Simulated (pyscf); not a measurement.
## Four-centre exchange: H₃Si–Cl (SMILES [SiH3]Cl) + Cl–Cl (SMILES ClCl) → H₃Si–Cl (SMILES [SiH3]Cl) + Cl–Cl (SMILES ClCl)

Gas phase, singlet surface, charge 0. Bonds broken: Si1–Cl2, Cl6–Cl7. Bonds formed: Si1–Cl6, Cl2–Cl7. PySCF, gas phase, ωB97X-D3(BJ)/def2-SVP geometries. MP2 and CC: frozen core, UHF for open shells. ΔMP2 is the change of the MP2 total energy from the triple- to the quadruple-zeta basis.

Transition state (Å):

```xyz
7

Si     0.0876     0.4343    -0.0755
Cl    -0.6389    -1.4638    -1.6261
H      0.4705     1.2782     1.1092
H     -1.0659     1.1360    -0.6748
H      1.3549     0.2036    -0.7996
Cl    -0.5556    -1.1288     1.3798
Cl    -2.3849    -2.1952     0.2940
```

One imaginary mode, 497i cm⁻¹; descent along it reached the two sides named.

```json
[
 {"bond": "Si1–Cl2", "change": "breaks", "reactant side (Å)": "2.067", "saddle": "2.556", "product side": "3.5"},
 {"bond": "Cl6–Cl7", "change": "breaks", "reactant side (Å)": "2.019", "saddle": "2.380", "product side": "3.6"},
 {"bond": "Si1–Cl6", "change": "forms", "reactant side (Å)": "3.6", "saddle": "2.230", "product side": "2.066"},
 {"bond": "Cl2–Cl7", "change": "forms", "reactant side (Å)": "3.6", "saddle": "2.7", "product side": "2.019"}
]
```

Electronic energies relative to the separated reactants (eV):

```tsv
level	barrier	reaction energy	reverse barrier
ωB97X-D3(BJ)/def2-TZVP	3.49	0.00	3.49
B3LYP-D3(BJ)/def2-TZVP	2.95	0.00	2.95
PBE0-D3(BJ)/def2-TZVP	3.12	0.00	3.12
M06-2X/def2-TZVP	3.47	0.00	3.47
ωB97M-D3(BJ)/def2-TZVP	3.48	0.00	3.48
HF/def2-TZVP	4.70	0.00	4.70
MP2/def2-QZVPP	3.68	0.00	3.68
CCSD/def2-TZVPP	3.79	0.00	3.79
CCSD(T)/def2-TZVPP	2.75	0.00	2.75
CCSD(T)/def2-TZVPP + ΔMP2(QZVPP)	2.71	0.00	2.71
```

With CCSD(T)/def2-TZVPP + ΔMP2(QZVPP) energies and thermal terms (ideal gas, 1 atm, RRHO with modes under 100 cm⁻¹ raised to 100, one conformer, R ln 2 for chiral ones without a mode under 150 cm⁻¹), in eV:

```json
[
 {"T (K)": "298", "ΔH‡": "2.70", "ΔG‡": "3.11", "ΔH": "0.00", "ΔG": "0.00"},
 {"T (K)": "600", "ΔH‡": "2.72", "ΔG‡": "3.52", "ΔH": "0.00", "ΔG": "0.00"},
 {"T (K)": "900", "ΔH‡": "2.74", "ΔG‡": "3.92", "ΔH": "0.00", "ΔG": "0.00"},
 {"T (K)": "1200", "ΔH‡": "2.75", "ΔG‡": "4.31", "ΔH": "0.00", "ΔG": "0.00"}
]
```

From the product side, Cl• + Cl• + H₃Si–Cl lies, by one bond made or cut, 0.93 eV under this saddle at ωB97M-D3(BJ)/def2-TZVP. The same reactants have a lower exit, to Cl• + Cl• + H₃Si–Cl (no saddle counted: cutting one bond costs +2.55 eV at ωB97M-D3(BJ)/def2-TZVP, against +3.48 eV here). This is the saddle that the search found; another between the same sides may lie lower. One closed-shell reference is unstable to symmetry breaking; treat the single-reference values with care. The CCSD(T) − MP2 part came from Ansatz, without density fitting, on the same reference. The largest closed-shell T1 diagnostic is 0.126, which may signal static correlation.
